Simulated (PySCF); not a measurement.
Which functional comes closest?

Molecule: SMILES C=C[S@@](C)=O, C3H6OS.

Mapped SMILES: `[CH2:1]=[CH:2][S@@:3]([CH3:4])=[O:5]`. Hydrogens are named by the atom that carries them. Ha(C1) is cis to S3; Hb(C1) is trans to S3.

Geometry PBE0-D3(BJ)/def2-SVP throughout; GIAO in PySCF 2.14.0 with density-fitted response routines, gas phase, one conformer, non-relativistic; equivalent atoms averaged; basis pcSseg-2.

Reference values (measured; solution, not stated per compound (mostly CDCl3 or CCl4); Pretsch, Buehlmann, Badertscher, Structure Determination of Organic Compounds, 4th ed. (2009)): δ(H(C2)) = 6.77 ppm, δ(Hb(C1)) = 5.92 ppm, δ(Ha(C1)) = 6.08 ppm. Computed shifts are taken against TMS, calculated as an isolated molecule at each level.

Problem. How do the functionals HF, LDA, PBE, BLYP, BP86, OPBE, KT2, KT3, B97-D, B3LYP, PBE0, mPW1PW91, WP04, B97-2, BHandHLYP, CAM-B3LYP, wB97X-D, LC-wPBE perform against the reference? Times are CPU seconds on shared hosts with different chips, so compare them loosely; the GGAs took longer than the global hybrids here, which isn't the general rule, and the cause wasn't traced.

Solution. 
```
functional                    kind  H(C2)  Hb(C1)  Ha(C1)  mean abs. error H  core-s
        HF            Hartree–Fock   6.57    6.32    7.11               0.54      25
       LDA                     LDA   7.37    6.24    6.71               0.52      54
       PBE                     GGA   7.20    6.13    6.62               0.39      65
      BLYP                     GGA   7.10    6.05    6.57               0.32      65
      BP86                     GGA   7.17    6.12    6.62               0.38      65
      OPBE                     GGA   7.17    6.17    6.63               0.40      65
       KT2                     GGA   7.02    5.98    6.46               0.23      68
       KT3                     GGA   6.95    5.96    6.45               0.20      70
     B97-D                     GGA   7.05    6.04    6.57               0.30      66
     B3LYP           global hybrid   6.98    6.14    6.72               0.36      48
      PBE0           global hybrid   7.03    6.24    6.79               0.43      47
  mPW1PW91           global hybrid   7.00    6.23    6.78               0.41      47
      WP04           global hybrid   6.63    5.94    6.56               0.21      31
     B97-2           global hybrid   6.96    6.17    6.73               0.36      30
 BHandHLYP           global hybrid   6.81    6.24    6.89               0.39      28
 CAM-B3LYP  range-separated hybrid   6.93    6.24    6.85               0.42      45
   wB97X-D  range-separated hybrid   6.94    6.26    6.86               0.43      34
   LC-wPBE  range-separated hybrid   6.92    6.39    7.00               0.51      41
```

For ¹H the closest is KT3 (0.20 ppm, with WP04 practically level) and the furthest HF (0.54 ppm). One molecule is a small sample, and vibrational and solvent effects are absent from the calculation.
